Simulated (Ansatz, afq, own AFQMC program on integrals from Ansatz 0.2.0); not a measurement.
AFQMC on a folder of integrals that Ansatz 0.2.0 wrote.

```yaml
crystal:
  periodic: [false, false, false]
  atoms:
    - {symbol: Sn, position_ang: [0.000000, -0.313993, 0.000000]}
    - {symbol: F, position_ang: [0.000000, 0.980982, -1.433988]}
    - {symbol: F, position_ang: [0.000000, 0.980980, 1.433989]}
basis:
  gaussian: {orbitals: def2-TZVPP}
magnetization: {spin_polarized: false}
correlation: {method: ccsd_t, electrons: outside_noble_gas, hamiltonian_folder: ham}
```

```sh
$ ansatz run in.yaml --threads 1 --pin off --events-out ev --progress --plain --max-ram 16896MiB --backend cuda --devices 0, --max-vram 18GiB
```

afq runs on the folder ham with

```
--method phaseless --trial cisd --walkers 3500 --populations 20 --least-time 60 --time-step 0.005 --steps-per-block 50 --equilibration-blocks 28 --max-blocks 4000 --target-error 0.00026 --factor-cut 1e-05 --seed 9607 --release-times 0.24,0.51,0.99,1.5 --release-step 0.03 --release-every 4 --taylor-order 6
```

Times are imaginary, in 1/Eh. The walk had a cap of 261 s. With eight or more populations the least sampling time is a fifth of least-time, and the error comes from their spread. Filled inner d shells are frozen with the cores. Core potentials past Kr, no spin–orbit coupling.

Output of the walk:

```
orbitals 101  electrons 9 9  factors 806 of 894
reference energy -412.40658930 Eh
CCSD correlation -0.59299424 Eh in 13 cycles, weight of the determinant in the CISD state 0.8626
energy of the start -412.999576 Eh
 block  time / (1/Eh)  mean weight  energy / Eh
     1     0.250  0.9995  -412.996006
     2     0.500  1.0006  -413.005062
     3     0.750  0.9996  -413.008871
     4     1.000  1.0002  -413.012544
     5     1.250  1.0002  -413.012464
     8     2.000  1.0002  -413.016773
    11     2.750  1.0003  -413.017230
    17     4.250  0.9999  -413.021622
    23     5.750  0.9999  -413.017917
    29     7.250  1.0002  -413.015989
    35     8.750  0.9999  -413.018637
    41    10.250  0.9992  -413.019738
    45    11.250  1.0002  -413.022237
    47    11.750  1.0001  -413.017227
    53    13.250  0.9999  -413.020339
    59    14.750  0.9999  -413.021852
    65    16.250  1.0000  -413.018790
    71    17.750  0.9999  -413.019456
    77    19.250  1.0001  -413.017901
    83    20.750  0.9995  -413.017430
    89    22.250  1.0004  -413.020343
    95    23.750  1.0005  -413.021376
    99    24.750  1.0004  -413.019876
error from the spread of 20 populations
released: time / (1/Eh)  energy / Eh  error  mean overlap
  0.24  -413.019229  0.000258  0.9920
  0.51  -413.019396  0.000280  0.9850
  0.99  -413.019506  0.000406  0.9726
  1.50  -413.020154  0.000683  0.9675
energy -413.019369 +/- 0.000245 Eh
(rows thinned)
```

The run passed its tests (sampling time, drift between the halves within three errors, error under three times the target), which doesn't prove that it has relaxed, ending at its cap on processor time.

Against this walk (error 6.7 meV) on the same determinant: CCSD(T) 31.9 meV higher. The error is statistical and leaves out the bias of the constraint. Released to 0.99 1/Eh the energy moves by -4 ± 13 meV (both errors), within twice the noise.

Cautions: constraint bias not in the error; no spin-orbit coupling; inner d shell frozen.

The walk took 4.4 min on 1 × NVIDIA H100 80GB HBM3 with 2 threads of AMD EPYC 7R13 Processor (Zen 3), with other jobs on the host (the card was shared). The log's last line is the phaseless energy.

A walk keeps the symmetry of its determinant, which the program's search chose and which needn't be the lowest solution, so a lower state of the same spin and another symmetry isn't excluded.
